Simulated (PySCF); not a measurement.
# COH₂: relaxation and vibrations of the singlet

Where does singlet COH₂ go from a T-shaped (ligand arrangement 2) start, is the end point a minimum, and what are its modes, charges and moments?

The runs use PySCF 2.14.0; PBE0, basis C def2-TZVP, O def2-TZVP, H def2-TZVP, no relativity, density fitting.

## 1. Where the work starts

4 atoms, charge 0, spin multiplicity 1.

Bond lengths: C1–O2 1.240 Å, C1–H3 1.070 Å, C1–H4 1.070 Å. Angles: O2–C1–H3 88.0°, O2–C1–H4 88.0°, H3–C1–H4 176.0°.

```xyz
4
charge 0 multiplicity 1
C     0.0000    0.0000    0.0000
O     0.0000    0.0000    1.2400
H     1.0693    0.0000    0.0373
H    -1.0693    0.0000    0.0373
```

## 2. First SCF at the start

One driver script runs all steps and calls PySCF; scf.py shows how it sets up the SCF of each step. The optimiser is the driver's own. After this first run the driver tries any further starts and a stability analysis.

Contents of scf.py:

```python
from pyscf import gto, scf, dft
mol = gto.M(atom='''
C      0.000000     0.000000     0.000000
O      0.000000     0.000000     1.240000
H      1.069300     0.000000     0.037300
H     -1.069300     0.000000     0.037300''',
    basis={'C': 'def2-TZVP', 'O': 'def2-TZVP', 'H': 'def2-TZVP'},
    charge=0, spin=0)
mf = dft.RKS(mol, xc='PBE0')
mf.grids.atom_grid = (50, 194)
aux = {'C': 'def2-universal-JKFIT', 'O': 'def2-universal-JKFIT', 'H': 'def2-universal-JKFIT'}
mf = mf.density_fit(auxbasis=aux)
mf.conv_tol = 1e-08
mf.diis_space = 10
mf.max_cycle = 60
mf.init_guess = 'minao'
mf.verbose = 4
mf.kernel()
```

Command:

```sh
OMP_NUM_THREADS=2 python axn.py task.json out
```

The runs that follow: Relaxing the singlet from the T-shaped (ligand arrangement 2) start; Is it a minimum? Harmonic modes.

Before running it: what results should come out? Wanted: minimum; geometry; wavenumbers; dipole moment; highest occupied, lowest empty level; polar-tensor charge of C1; zero-point energy; atomisation energy.

The runs gave:

```
                                 quantity                                                             value
                                  minimum                                                      singlet, C2v
                                 geometry    C–H 1.109 Å (×2), C–O 1.195 Å; H–C–H 116.0°, H–C–O 122.0° (×2)
                       wavenumbers (cm⁻¹)  1207 (b1), 1267 (b2), 1532 (a1), 1854 (a1), 2901 (a1), 2961 (b2)
                            dipole moment                                                            2.31 D
     highest occupied, lowest empty level                                                   -7.82, -1.24 eV
                polar-tensor charge of C1                                                           +0.68 e
                        zero-point energy                                                       70.1 kJ/mol
                      entropy at 298.15 K                                                   218.5 J/(mol K)
atomisation energy (no zero-point energy)                                                       1556 kJ/mol
```

The T-shaped (ligand arrangement 2) start keeps its C2v symmetry and ends in a minimum. In the infrared the band at 2961 cm⁻¹ (b2, stretch) leads. Other starts or spin states, not run here, may lie lower.
